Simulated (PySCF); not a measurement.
**How good is the calculation?**

Atoms are numbered as in `[CH3:1][CH2:2][C:3]([CH3:4])=[O:5]`. Each H is labelled by its parent atom.

Measured values that the calculation should reproduce: δ ¹³C C3 206.9; C2 36.4; C4 28.8; C1 7.8 ppm (measured; solution, C6D5Cl, 298 K; Fulmer et al., Organometallics 2010, 29, 2176).
δ ¹³C C3 209.6; C2 37.0; C4 29.6; C1 7.9; δ ¹H H(C2) 2.43; H(C4) 2.09; H(C1) 1.00 ppm (measured; solution, CD2Cl2, 298 K; Fulmer et al., Organometallics 2010, 29, 2176).
δ ¹⁷O O5 556.4 ppm (measured; solution, CH3CN, 313 K; J.-C. Zhuo, Molecules 4 (1999) 320).
δ ¹³C C3 218.3; C2 38.2; C4 29.6; C1 8.3; δ ¹H H(C2) 2.49; H(C4) 2.16; H(C1) 1.05 ppm (measured; solution, TFE-d3, 298 K; Fulmer et al., Organometallics 2010, 29, 2176).

- GFN2-xTB structure
- NMR shieldings at PBE0/pcSseg-1/GIAO
- run in PySCF
- non-relativistic, one conformer, fast rotation and ring inversion assumed for equivalent nuclei, isolated molecule

(1) What does the calculation give, and how does it compare?

(2) How far are the unscaled ¹³C shifts from the references?

(3) How far are the unscaled ¹H shifts from the references?

Answers

(1) 
Reference values: measured (solution, C6D5Cl, 298 K; Fulmer et al., Organometallics 2010, 29, 2176).
| atoms | quantity | reference | computed | computed, scaled |
| --- | --- | --- | --- | --- |
| C3 | δ ¹³C | 206.9 | 211.7 | 204.8 |
| C2 | δ ¹³C | 36.4 | 39.4 | 36.4 |
| C4 | δ ¹³C | 28.8 | 32.1 | 29.2 |
| C1 | δ ¹³C | 7.8 | 9.5 | 7.1 |

Reference values: measured (solution, CD2Cl2, 298 K; Fulmer et al., Organometallics 2010, 29, 2176).
| atoms | quantity | reference | computed | computed, scaled |
| --- | --- | --- | --- | --- |
| C3 | δ ¹³C | 209.6 | 211.7 | 204.8 |
| C2 | δ ¹³C | 37.0 | 39.4 | 36.4 |
| C4 | δ ¹³C | 29.6 | 32.1 | 29.2 |
| C1 | δ ¹³C | 7.9 | 9.5 | 7.1 |
| H(C2) | δ ¹H | 2.43 | 2.32 | 2.29 |
| H(C4) | δ ¹H | 2.09 | 2.11 | 2.09 |
| H(C1) | δ ¹H | 1.00 | 1.05 | 1.10 |

Reference values: measured (solution, CH3CN, 313 K; J.-C. Zhuo, Molecules 4 (1999) 320).
```tsv
atoms	quantity	reference	computed	computed, scaled
O5	δ ¹⁷O vs H2O (external)	556.4	–	563.3
```

Reference values: measured (solution, TFE-d3, 298 K; Fulmer et al., Organometallics 2010, 29, 2176).
| atoms | quantity | reference | computed | computed, scaled |
| --- | --- | --- | --- | --- |
| C3 | δ ¹³C | 218.3 | 211.7 | 204.8 |
| C2 | δ ¹³C | 38.2 | 39.4 | 36.4 |
| C4 | δ ¹³C | 29.6 | 32.1 | 29.2 |
| C1 | δ ¹³C | 8.3 | 9.5 | 7.1 |
| H(C2) | δ ¹H | 2.49 | 2.32 | 2.29 |
| H(C4) | δ ¹H | 2.16 | 2.11 | 2.09 |
| H(C1) | δ ¹H | 1.05 | 1.05 | 1.10 |

Computed shifts are σ(ref) − σ with the named reference compound (TMS for H and C) calculated as an isolated molecule at the same level. The measured values may be among those fitted. Scaled to experiment by linear calibration (H and C: mostly CDCl3 data, vs TMS): ¹H (scatter 0.16 ppm rms, 0.17 ppm with the 2 outliers that the fit left out); ¹³C (scatter 2.1 ppm rms, 2.3 ppm with the 2 outliers that the fit left out); ¹⁷O (scatter 11.6 ppm rms vs liquid water, solution or neat liquid). Occasional misses reach two or three times the rms, and more in compound classes unlike the fitted ones.

(2) Mean signed difference +1.64 ppm, mean absolute 2.74 ppm over 12 comparisons; the largest is -6.6 ppm at C3 (ketone carbonyl carbon).

(3) Mean signed difference -0.04 ppm, mean absolute 0.07 ppm over 6 comparisons; the largest is -0.17 ppm at H(C2) (hydrogen on an sp3 CH2 α to a carbonyl).

19 of the 88 published NMR values on file for this molecule are compared. The rest: values from further sources, protons in aromatic solvents.
